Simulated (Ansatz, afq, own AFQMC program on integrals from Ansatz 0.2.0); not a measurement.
# H2F, doublet: AFQMC among the cluster methods

```json
{"atom": "H", "x (Å)": "0.0000", "y (Å)": "0.0000", "z (Å)": "-0.9430"}
{"atom": "H", "x (Å)": "0.0000", "y (Å)": "0.0000", "z (Å)": "-0.0150"}
{"atom": "F", "x (Å)": "0.0000", "y (Å)": "0.0000", "z (Å)": "0.9580"}
```

Basis cc-pVTZ. Noble-gas cores (and the filled d shells of Ga–Kr and In–Xe) are frozen. Integrals, coupled cluster, full CI and functionals: Ansatz 0.2.0; the random walks run on the same integrals in our own AFQMC program. ph-AFQMC/CISD is guided by a CISD state made of CCSD amplitudes; releasing the constraint for a short imaginary time cuts its bias at the price of noise, slowly where states lie close. Uncertainties: one standard error, sampling alone.

Determinant: UHF, the one that the program's search chose, which needn't be the lowest solution. The geometry is a point of a scan.

No full CI on the walks' own integrals is used here; CCSDT(Q) serves as the reference and is uncertain by about the last step of the cluster series.

Cautions: the released energies move by 1.5 errors or more from one time to the next, so no released level is given (meV from the phaseless value at times in 1/Eh: 7 ± 3 at 0.24, 1 ± 3 at 0.51, 0.7 ± 1.9 at 0.99, -6 ± 4 at 1.62, 7 ± 4 at 2.40), though the last usable value meets CCSDT(Q) within the noise.

```
T1 diagnostic                               : 0.0114
weight of the determinant in the CISD state : 0.944
⟨S²⟩ of the determinant                     : 0.762
size of the correlated space                : 9 electrons in 57 orbitals
```

Reference: CCSDT(Q), correlation energy -7.971 eV.

| level | E − E(reference) (mEh) | share of correlation (%) |
| --- | --- | --- |
| HF | 292.92 | 0.00 |
| MP2 | 12.03 | 95.89 |
| CCSD | 7.68 | 97.38 |
| CCSD(T) | 0.42 | 99.86 |
| CCSDT | 0.29 | 99.90 |
| ph-AFQMC/HF | 1.54 ± 0.89 | 99.47 |
| ph-AFQMC/CISD | -0.06 ± 0.12 | 100.02 |

A walk keeps the symmetry of its determinant, which the program's search chose and which needn't be the lowest solution, so a lower state of the same spin and another symmetry isn't excluded.
